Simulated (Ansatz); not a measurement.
Basis-set extrapolation for C4H4F2, SMILES `CC#CC(F)F` (PBE0-D4/def2-TZVP geometry, frozen core, Ansatz). Multiplicity 1, RHF reference.

|  | def2-TZVPP | def2-QZVPP |
| --- | --- | --- |
| HF | -352.761168 | -352.776196 |
| MP2 correlation | -1.127013 | -1.216110 |
| CCSD(T) correlation | -1.195221 | not run |

Energies in hartree. Use E(X) = E(∞) + A·exp(−7.88·√X) for Hartree–Fock and E(X) = E(∞) + B·X^(−2.97) for correlation, with X = 3 and 4, and add CCSD(T) minus MP2 of the smaller set to the MP2 limit.

Question: What is the CCSD(T) energy at the basis-set limit?

Answer: HF limit: -352.776196 + (-0.015028) × 0.13774 = -352.77827. MP2 limit: -1.216110 + (-0.089097) × 0.74074 = -1.28211. Higher-order term: -1.195221 − (-1.127013) = -0.06821. Total: -354.12859 hartree, 452.1 kJ/mol below CCSD(T)/def2-TZVPP.
